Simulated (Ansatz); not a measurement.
Input file:

```yaml
crystal:
  periodic: [false, false, false]
  atoms:
    - {symbol: Al, position_ang: [0.000000, 0.000000, 1.818997]}
    - {symbol: Ga, position_ang: [0.000000, 0.000000, -0.664806]}
    - {symbol: H, position_ang: [0.000000, 1.407254, -1.352806]}
    - {symbol: H, position_ang: [0.000000, -1.407254, -1.352806]}
basis:
  gaussian: {orbitals: cc-pVDZ}
total_charge: 1
magnetization: {spin_polarized: false, initial_magnetization: 3}
correlation: {method: fci, electrons: outside_noble_gas}
```

```sh
$ ansatz run in.yaml --threads 2 --pin off --events-out ev --progress --plain --max-ram 24576MiB --backend cuda --devices 0, --max-vram 18GiB
```

The program prints:

```
1074 factors; integrals over basis functions are off by at most 1.9e-7 eV
mean field evaluation 1: about -58935.2190 eV, gradient 7.1e0 eV
mean field evaluation 2: about -58935.2257 eV, gradient 7.1e0 eV
mean field evaluation 4: about -58935.7205 eV, gradient 7.0e-1 eV
mean field evaluation 8: about -58935.7360 eV, gradient 2.7e-2 eV
mean field evaluation 16: about -58935.7360 eV, gradient 1.5e-3 eV
mean field evaluation 32: about -58937.0300 eV, gradient 7.3e-3 eV
mean field evaluation 64: about -58936.6886 eV, gradient 2.2e0 eV
mean field evaluation 96: about -58935.7277 eV, gradient 2.9e-1 eV
mean field -58937.03001656 eV, -2165.8959041549 hartree, gradient 1.8e-6 eV, S^2 3.750000; 11 other end points of the search recorded, 0 dependent functions left out
mean field evaluation 128: about -58936.2420 eV, gradient 1.8e-1 eV
mean field evaluation 160: about -58936.5768 eV, gradient 4.0e-1 eV
mean field evaluation 192: about -58936.9534 eV, gradient 2.3e0 eV
determinant -58937.03001656 eV, -2165.8959041549 hartree, with singles and doubles -58939.55014021 eV, -2165.9885169908 hartree
determinant -58936.46122453 eV, -2165.8750014333 hartree, with singles and doubles -58938.91813553 eV, -2165.9652912471 hartree
determinant -58935.73600191 eV, -2165.8483499936 hartree, with singles and doubles -58939.19781421 eV, -2165.9755692491 hartree
determinant -58937.03001656 eV, -2165.8959041549 hartree, with singles and doubles -58939.55108461 eV, -2165.9885516968 hartree
determinant -58935.73600191 eV, -2165.8483499936 hartree, with singles and doubles -58939.19749177 eV, -2165.9755573997 hartree
19 core orbitals not correlated: weight in the atoms' cores, before any rotation towards them, 0.999 or more for the frozen orbitals, at most 0.001 for the correlated occupied ones
reference -58937.03001656 eV, -2165.8959041549 hartree; 5, 2 occupied and 31, 34 virtual orbitals, 1074 factors
state -58939.64513283 eV, -2165.9920079052 hartree
Total energy: -58939.64513283 eV, -2165.9920079052 hartree
```

Natural occupations: 1.9444 1.9273 1.0069 0.9821 0.9761 0.0359 0.0278 0.0230 0.0147 0.0081 0.0081 0.0073 0.0070 0.0049 0.0045 0.0038 0.0027 0.0026 0.0022 0.0021 0.0017 0.0015 0.0010 0.0009.

Ran on 2 threads of AMD EPYC 7R13 with a shared H100 80 GB, shared host: 65 s wall, 2.5 GiB peak host memory.
